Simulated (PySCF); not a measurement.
```xyz
3
charge 0 multiplicity 3, angstrom
Si   -0.9122    0.0000   -0.6317
H    -2.1921    0.0000    0.1337
Cl    0.7931    0.0000    0.5017
```

These are results of PySCF, UPBE0, basis Si def2-TZVP, H def2-TZVP, Cl def2-TZVP (no relativity, density fitting), not measurements.

This geometry of SiHCl is a stationary point at this level.

(1) What is the point group?

(2) Is it a minimum?

(3) Give the atomic charges and bond orders.

(4) Give the ideal-gas entropy at 298.15 K and 1 bar by parts.

Answers

(1) Cs.

(2) Yes: all harmonic wavenumbers are real.

(3) 
```tsv
atom	Mulliken	Löwdin	polar tensor	spin (Mulliken)	Mayer order to Si1
Si1	0.13	-0.19	0.51	1.71	–
H2	0.06	-0.03	-0.08	0.14	0.91
Cl3	-0.19	0.21	-0.43	0.14	1.21
```

(4) translation 160.7, rotation 86.0, vibration 3.9, spin 9.1; total 259.7 J/(mol K).

Other isomers or separated fragments may lie lower. At this level a singlet minimum of Cs symmetry lies 120 kJ/mol below this structure.
